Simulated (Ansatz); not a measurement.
A made-up structure of CH₄BS, doublet:

B1  (-1.746, -0.303, -0.050)
S2  (-0.179, -1.013, -0.167)
C3  (1.001, 0.351, 0.058)
H4  (-2.787, -0.869, -0.144)
H5  (1.623, 0.423, -0.833)
H6  (0.600, -2.128, -0.157)
H7  (1.628, 0.129, 0.921)
(Å)

It is relaxed with PBE-D4/def2-SVP and then PBE0-D4/def2-TZVP (Ansatz 0.2.0). Atoms count as bonded within 1.22 times the sum of their covalent radii (H–H: 0.88 Å). The end point is not checked to be a true minimum.

Does its bonding change? (Judge from chemistry; the calculation decides.)

The calculation gives: No: no bond forms or breaks.

Where it ends: The first stage lowers the energy by 0.72 eV in 14 steps. It ends as CH₄BS ([BH][SH][CH2]):
```xyz
7
angstrom
B -1.6982 -0.3752 -0.1773
S -0.0643 -0.8092 0.3036
C 1.1548 0.2733 0.1054
H -2.5664 -1.1631 -0.3755
H 1.4095 0.5733 -0.9004
H -0.0169 -2.1199 -0.1916
H 1.9219 0.2116 0.8631
```

Labels in which every atom is bracketed show which atoms are joined, not bond orders.

For scale, one of the runs: PBE0-D4/def2-TZVP relaxation, 123 basis functions, launched by `ansatz run in.yaml --threads 2 --pin off --events-out ev --progress --plain --max-ram 4352MiB`. The run took about 30 s on 2 CPU threads of an Arm Neoverse V2 (shared host).
